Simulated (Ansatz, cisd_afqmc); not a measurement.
Species: P$_{2}$, charge 1, doublet. P2+ (parent SMILES P#P, doublet).
B3LYP-D3(BJ)/def2-TZVP minimum from Ansatz (a program for electronic structure):
```xyz
2

P      0.0000     0.0000    -0.9881
P      0.0000     0.0000     0.9881
```
Charge +1, spin multiplicity 2.

Total energies in cc-pV(D+d)Z, 9 correlated electrons, 10 frozen orbitals. Open shells are spin-unrestricted; no spin-orbit coupling. Correlated methods leave the cores frozen. No relativity. AFQMC/CISD: phaseless, guided by CISD from CCSD amplitudes; bars are statistical, one sigma. Outlying blocks are dropped, and bars are widened where a walk drifts. Over all cases where full CI ran beside it in this data, AFQMC minus full CI had a median of +0.1 mEh and passed +0.4 mEh in a tenth of the cases. The UHF reference of P2+ (parent SMILES P#P, doublet) is spin-contaminated (<S^2> up to 0.43 over the pure value in the sets run). The determinant of P2+ (parent SMILES P#P, doublet) is a saddle point of the SCF energy; a lower one exists, which strains HF and MP2.

```tsv
method	program	energy (Eh)	minus CCSDTQ (mEh)
HF	Ansatz	-681.13081	232.89
MP2	Ansatz	-681.31864	45.06
CCSD	Ansatz	-681.34937	14.33
CCSD(T)	Ansatz	-681.36104	2.67
CCSDT(Q)	Ansatz	-681.36367	0.04
CCSDTQ	Ansatz	-681.36370	0.00
AFQMC/CISD	cisd_afqmc	-681.3630 ± 0.0004	0.7 ± 0.4
```

Rough core times of Ansatz's runs on a shared machine: CCSD(T) under 20 s, CCSDT(Q) 40 s, CCSDTQ 10 min.
